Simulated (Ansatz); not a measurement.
Consider the atomization: `CC#CC=O` → 4 C• + 4 H• + O•.

Program: Ansatz. Geometries: PBE0-D4/def2-TZVP. ΔE: electronic, gas phase. CCSD(T)/CBS is the MP2 limit (def2-TZVPP, def2-QZVPP) plus CCSD(T) − MP2 in def2-TZVPP, frozen cores. This one scheme is used for every species, atoms too. DFT in def2-TZVPP. B3LYP here is the variant with VWN-RPA as its local correlation; programs differ in this. HSE06 is defined as in plane-wave codes. No spin–orbit coupling; open shells (•) take unrestricted orbitals. Spin–orbit coupling would lower the free atoms: a little for C, O.

What is ΔE at CCSD(T)/CBS? (An estimate is asked.)

The calculation gave: +4022.0 kJ/mol.

What do these levels give: B97M-V, HSE06-D4, B2PLYP, B3LYP, HF/def2-QZVPP, HF/CBS(def2)? (Estimate.)

The calculation gave: B97M-V 4046.8, HSE06-D4 4083.0, B2PLYP 4014.7, B3LYP 4021.7, HF/def2-QZVPP 2879.2, HF/CBS(def2) 2879.8 kJ/mol.

Largest T1 diagnostic among the species: 0.015.

From r2SCAN to r2SCAN0 (25 % exact exchange), in def2-TZVPP and without D4, ΔE moves by −95.2 kJ/mol: exact exchange takes away binding that semilocal exchange gives to molecules. In def2-TZVPP, CCSD(T) changes the Hartree–Fock value by +1045.5 kJ/mol (the triples alone add +81.8 kJ/mol) and MP2 by +1170.2 kJ/mol; breaking electron pairs costs correlation energy, which Hartree–Fock lacks.

For atomizations the MP2-based limit and the directly extrapolated one differ by several kJ/mol either way, and by 10 to 25 for some Ge, Se and Sn compounds, so smaller differences from it don't rank the levels.
